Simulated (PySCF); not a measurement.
Rock-salt KCl, treated with PBE0 (GTH pseudopotentials, Gaussian basis, DZ basis; PySCF).

The same calculation (at the measured cell, 31.150 Å³/atom) with different numerical settings:

| run | k mesh | gap on the mesh (eV) | total energy (eV/atom) |
|---|---|---|---|
| 1 | 2×2×2 | 7.326 | -590.4023 |
| 2 | 3×3×3 | 7.275 | -590.3809 |
| 3 | 4×4×4 | 7.254 | -590.3690 |

In the column total energy (eV/atom) the first row differs from the last by -0.0333 and the next to last by -0.0119.

The last row is no converged limit: other settings stay fixed.
